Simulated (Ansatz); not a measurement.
The first iterations of a band of CH5AlN (8 atoms, charge 0, multiplicity 2).

Computed with UKS BHLYP/def2-SVP in Ansatz 0.2.0.

```
movable images  : 4
climbing image  : no
spring          : 5.0 eV/Å²
optimiser       : quadratic models (default)
start path      : IDPP
force threshold : 0.05 eV/Å
iteration limit : 60
end points      : relaxed
```

First end point:

```xyz
8
Properties=species:S:1:pos:R:3
C -0.830 1.005 -0.525
Al 0.782 0.481 0.483
N 1.124 -1.250 0.680
H -1.397 0.123 -0.842
H -0.564 1.581 -1.418
H -1.488 1.637 0.080
H 1.914 -1.636 1.170
H 0.551 -1.997 0.317
```

Last end point:

```xyz
8
Properties=species:S:1:pos:R:3
C -0.839 1.002 -0.513
Al 0.742 0.479 0.543
N 1.132 -1.247 0.670
H -1.401 0.122 -0.845
H -0.543 1.574 -1.399
H -1.512 1.640 0.069
H 0.599 -1.992 0.246
H 1.914 -1.635 1.172
```

| iteration | highest image above the first end (eV) | largest band force component (eV/Å) |
| --- | --- | --- |
| 1 | 0.369 | 0.531 |
| 2 | 0.336 | 0.407 |
| 3 | 0.309 | 0.428 |

**Question.** Does the band converge within its limit, and where does its top end?

**Answer.** It converged. It ended after 10 iterations with the highest image 0.352 eV above the first end. No image climbed, so the highest image needn't sit at the top of the path.

The run took 4.2 min on 1 thread of Arm Neoverse N1, on a shared host, peak memory 0.16 GiB.
